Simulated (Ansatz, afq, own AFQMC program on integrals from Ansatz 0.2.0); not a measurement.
# GeH$_{3}$⁺, triplet in cc-pVDZ, levels against full CI

```yaml
atoms:
  - { symbol: Ge, position_ang: [0.0000, 0.0000, -0.0187] }
  - { symbol: H, position_ang: [1.4650, 0.0169, 0.4526] }
  - { symbol: H, position_ang: [-0.7483, 1.2611, 0.4484] }
  - { symbol: H, position_ang: [-0.7191, -1.2778, 0.4488] }
```

Basis cc-pVDZ. Noble-gas cores (and the filled d shells of Ga–Kr and In–Xe) are frozen. Ansatz 0.2.0 and our own AFQMC program on the same integrals; the CISD trial comes from CCSD amplitudes, and released means the phaseless constraint is let go. Uncertainties: one standard error, sampling alone. No spin–orbit coupling.

Determinant: UHF, the one that the program's search chose, which needn't be the lowest solution. The geometry is a PBE0/def2-TZVP stationary point of this or a neighbouring charge and spin state.

Full CI on the same integrals is exact in this basis and with this determinant's frozen core.

Cautions: no relativity below Rb; no spin-orbit coupling; inner d shell frozen; lower spins were not checked; the search met a lower determinant of the same kind, perhaps of another symmetry (20 meV lower), and this one is a saddle point; unrestricted determinant slightly spin contaminated (⟨S²⟩ 2.05 against 2.00); the released energies are still falling, so no released level is given (meV from the phaseless value at times in 1/Eh: -7 ± 7 at 0.24, -5 ± 3 at 0.51, -8 ± 4 at 0.99, -10 ± 4 at 1.62, -14 ± 4 at 2.40), though the last usable value meets full CI within the noise.

* T1 diagnostic: 0.0246
* weight of the determinant in the CISD state: 0.921
* ⟨S²⟩ of the determinant: 2.052
* size of the correlated space: 6 electrons in 28 orbitals

Reference: full CI, correlation energy -2.681 eV.

| level | E − E(reference) (kJ/mol) | share of correlation (%) |
| --- | --- | --- |
| HF | 258.6 | 0.00 |
| MP2 | 76.3 | 70.49 |
| CCSD | 7.7 | 97.03 |
| CCSD(T) | 2.1 | 99.19 |
| CCSDT | 0.2 | 99.92 |
| CCSDT(Q) | 0.0 | 99.99 |
| ph-AFQMC/CISD | 1.8 ± 0.3 | 99.29 |

CCSDT and higher add their correlation energy to the determinant of the CCSD(T) run, since their own runs factorise the integrals more tightly (a shift of under 2 meV). A walk keeps the symmetry of its determinant, which the program's search chose and which needn't be the lowest solution, so a lower state of the same spin and another symmetry isn't excluded.
